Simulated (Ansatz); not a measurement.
**C₂H₂S: one structure at several levels**

How do the functionals fare away from a minimum? The structure is a structure displaced at random from a GFN2-xTB minimum.

The runs use Ansatz 0.2.0, Gaussian basis; single points in def2-TZVPP.

Correlated methods freeze the cores.

### 1 Where the work starts

SMILES `C=C=S`, 5 atoms, charge 0, spin multiplicity 1.

Atoms are counted from 1 here; the program's logs count them from 0.

Bond lengths: C1–C2 1.340 Å, C1–H4 1.005 Å, C1–H5 1.060 Å, C2–S3 1.534 Å. Angles: C2–C1–H4 121.6°, C2–C1–H5 122.6°, H4–C1–H5 114.9°, C1–C2–S3 177.3°.

Coordinates:

```mol
C2H2S
  3D, bonds by distance, orders not assigned

  5  4  0  0  0  0  0  0  0  0999 V2000
    0.5372   -0.2174    0.1307 C   0  0
   -0.6652    0.3350   -0.0796 C   0  0
   -2.0298    1.0106   -0.2620 S   0  0
    1.3437    0.0591   -0.4016 H   0  0
    0.7447   -0.8302    0.9698 H   0  0
  1  2  8  0
  1  4  8  0
  1  5  8  0
  2  3  8  0
M  END
```

### 2 CCSD(T)/def2-TZVPP

Contents of run/in.yaml:

```yaml
crystal:
  periodic: [false, false, false]
  atoms:
    - {symbol: C, position_ang: [0.537200, -0.217400, 0.130700]}
    - {symbol: C, position_ang: [-0.665200, 0.335000, -0.079600]}
    - {symbol: S, position_ang: [-2.029800, 1.010600, -0.262000]}
    - {symbol: H, position_ang: [1.343700, 0.059100, -0.401600]}
    - {symbol: H, position_ang: [0.744700, -0.830200, 0.969800]}
basis:
  gaussian: {orbitals: def2-TZVPP}
correlation: {method: ccsd_t}
output: {forces: true}
```

No record of the launch command was kept for these runs.

### 3 PBE0-D4/def2-TZVPP

Changes to run/in.yaml since step 2:

```diff
@@ -10,3 +10,3 @@
   gaussian: {orbitals: def2-TZVPP}
-correlation: {method: ccsd_t}
-output: {forces: true}
+hamiltonian: {xc: pbe0, dispersion: d4}
+output: {forces: true, orbitals: {seedname: orbitals}}
```

### 4 wB97M-V/def2-TZVPP

Changes to run/in.yaml since step 3:

```diff
@@ -10,3 +10,3 @@
   gaussian: {orbitals: def2-TZVPP}
-hamiltonian: {xc: pbe0, dispersion: d4}
-output: {forces: true, orbitals: {seedname: orbitals}}
+hamiltonian: {xc: {name: wB97M-V}}
+output: {forces: true}
```

### 5 r2SCAN-D4/def2-TZVPP

Changes to run/in.yaml since step 4:

```diff
@@ -10,3 +10,3 @@
   gaussian: {orbitals: def2-TZVPP}
-hamiltonian: {xc: {name: wB97M-V}}
+hamiltonian: {xc: r2scan, dispersion: d4}
 output: {forces: true}
```

### 6 PBE-D4/def2-TZVPP

Changes to run/in.yaml since step 5:

```diff
@@ -10,3 +10,3 @@
   gaussian: {orbitals: def2-TZVPP}
-hamiltonian: {xc: r2scan, dispersion: d4}
+hamiltonian: {xc: pbe, dispersion: d4}
 output: {forces: true}
```

### 7 r2SCAN0-D4/def2-TZVPP

Changes to run/in.yaml since step 6:

```diff
@@ -10,3 +10,3 @@
   gaussian: {orbitals: def2-TZVPP}
-hamiltonian: {xc: pbe, dispersion: d4}
+hamiltonian: {xc: {name: r2SCAN0}, dispersion: d4}
 output: {forces: true}
```

### 8 BLYP-D4/def2-TZVPP

Changes to run/in.yaml since step 7:

```diff
@@ -10,3 +10,3 @@
   gaussian: {orbitals: def2-TZVPP}
-hamiltonian: {xc: {name: r2SCAN0}, dispersion: d4}
+hamiltonian: {xc: {name: BLYP}, dispersion: d4}
 output: {forces: true}
```

(Steps that only read results are left out.)

Q: Predict the outcome of this session. Wanted: energy less free atoms, CCSD(T)/def2-TZVPP; RMS force component; RMS force error; HOMO and LUMO, PBE0-D4; T1 diagnostic.

The runs gave:

```
                                  quantity                                                                                              value
energy less free atoms, CCSD(T)/def2-TZVPP                                                                                     -1924.9 kJ/mol
                       RMS force component                                                               1.516 to 1.660 eV/Å over the methods
                           RMS force error  PBE0-D4 0.312, wB97M-V 0.285, r2SCAN-D4 0.251, PBE-D4 0.200, r2SCAN0-D4 0.374, BLYP-D4 0.141 eV/Å
                    HOMO and LUMO, PBE0-D4                                                                                 -6.55 and -2.14 eV
                             T1 diagnostic                                                                                              0.017
```

**Reading.** Against CCSD(T) the functionals' energies less atoms differ by -159.2 to -35.0 kJ/mol, PBE-D4 by -159.2 kJ/mol. CCSD(T) in triple zeta still lacks some correlation energy of the bonds, so part of these gaps is its own basis error and they don't rank the functionals. On forces the order runs from BLYP-D4 to r2SCAN0-D4. Frozen-core CCSD(T) forces in triple zeta carry basis errors of their own, and this is one geometry, so small gaps rank nothing.
